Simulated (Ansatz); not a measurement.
Write a Python script for Ansatz 0.2.0 through its Python package that makes a single point from an input written key by key of C4H5NO, SMILES C#CCC(N)=O. Settings: MP2, def2-SVP basis, multiplicity 1.

Contents of `c4h5no.yaml`:
```yaml
crystal:
  periodic: [false, false, false]
  atoms:
    - { symbol: C, position_ang: [1.9965, -0.8902, 0.9482] }
    - { symbol: C, position_ang: [1.212, -0.5792, 0.0934] }
    - { symbol: C, position_ang: [0.2582, -0.2029, -0.9641] }
    - { symbol: C, position_ang: [-0.819, 0.7496, -0.4791] }
    - { symbol: "N", position_ang: [-1.5089, 0.3688, 0.6382] }
    - { symbol: O, position_ang: [-1.1261, 1.778, -1.0752] }
    - { symbol: H, position_ang: [2.7009, -1.1635, 1.7006] }
    - { symbol: H, position_ang: [0.796, 0.283, -1.786] }
    - { symbol: H, position_ang: [-0.2347, -1.0923, -1.3716] }
    - { symbol: H, position_ang: [-2.1629, 1.0466, 1.0084] }
    - { symbol: H, position_ang: [-1.1121, -0.298, 1.2873] }
basis:
  gaussian: { orbitals: def2-SVP }
correlation:
  method: mp2
output:
  forces: true
```

`deck.py`
```python
import ansatz as az
import numpy as np
import pandas as pd


def main() -> None:
    session = az.Session.from_deck("c4h5no.yaml")
    summary = session.plan(threads=1).execute().report

    print("reference energy %16.6f eV" % summary["reference_energy_ev"])
    print("total energy     %16.6f eV" % summary["free_energy_ev"])
    print("occupied orbitals outside the frozen core (up, down):", summary["n_occupied"], " frozen:", summary["n_frozen"], " virtual:", summary["n_virtual"])
    symbols = ["C", "C", "C", "C", "N", "O", "H", "H", "H", "H", "H"]
    parts = summary["correlation"]
    for name in ("random_phase", "coupled_cluster", "perturbative"):
        if name in parts:
            print(f"{name:16s} {parts[name]['energy']['hartree']:12.7f} Ha")
    if "second_order" in parts:
        pair = parts["second_order"]
        print(f"MP2 same spin {pair['same_spin']['hartree']:.7f} Ha, opposite spin {pair['opposite_spin']['hartree']:.7f} Ha")
    field = summary["mean_field"]
    print("<S^2> =", round(abs(field["state"]["spin_squared"]), 4), " all-electron relativity setting:", field["relativity"])
    print("passes:", field["passes"])
    if "symmetry" in field:
        print("occupied orbitals by irrep:", field["symmetry"]["occupied"])

    print("forces (eV/A)")
    for symbol, f in zip(symbols, summary["forces_ev_ang"]):
        print(f"  {symbol:2s} {f[0]:9.4f} {f[1]:9.4f} {f[2]:9.4f}")
    charges = summary["charge_distribution"]
    table = pd.DataFrame({"atom": symbols, "mulliken": charges["mulliken_charges_e"], "lowdin": charges["lowdin_charges_e"]})
    print(table.round(3).to_string())
    print("dipole (e A):", np.round(charges["dipole_moment_e_ang"], 4) + 0.0)


if __name__ == "__main__":
    main()
```

```console
$ python deck.py
reference energy     -7712.578061 eV
total energy         -7736.050648 eV
occupied orbitals outside the frozen core (up, down): [16, 16]  frozen: 6  virtual: [87, 87]
MP2 same spin -0.2224625 Ha, opposite spin -0.6401392 Ha
<S^2> = 0.0  all-electron relativity setting: none
passes: {'evaluations': 14, 'products': 50}
occupied orbitals by irrep: [{'A': 22}, {'A': 22}]
forces (eV/A)
  C     1.4907   -0.5965    1.6494
  C    -1.9067    0.5969   -2.0336
  C     0.4518   -0.0239    0.3487
  C    -0.8187    1.2139   -0.0530
  N     0.2785   -0.4402    0.0912
  O     0.4222   -0.5937   -0.0751
  H     0.1896   -0.0652    0.2169
  H    -0.0776    0.1236   -0.0683
  H    -0.0588   -0.2311   -0.0479
  H     0.0195    0.0561   -0.0063
  H     0.0095   -0.0399   -0.0218
   atom  mulliken  lowdin
0     C    -0.379  -0.044
1     C     0.154  -0.070
2     C     0.038   0.017
3     C     0.134  -0.211
4     N    -0.205   0.166
5     O    -0.268   0.003
6     H     0.052   0.026
7     H     0.082   0.034
8     H     0.092   0.038
9     H     0.151   0.022
10    H     0.149   0.018
dipole (e A): [ 0.0686 -0.4773  0.478 ]
```

Total energies depend on the basis set; only differences at equal settings carry meaning. The geometry is a force-field or estimated start, not a minimum of this method, and the basis set is short of its limit. The Löwdin charges here are taken after orthogonalising the functions within each atom; they differ from plain Löwdin charges, and their signs can be unphysical. It ran for 6.7 s on 1 thread of Arm Neoverse V1 (shared host), peak memory 0.35 GiB.

(Lines on the test bed's own set-up are left out of the output.)
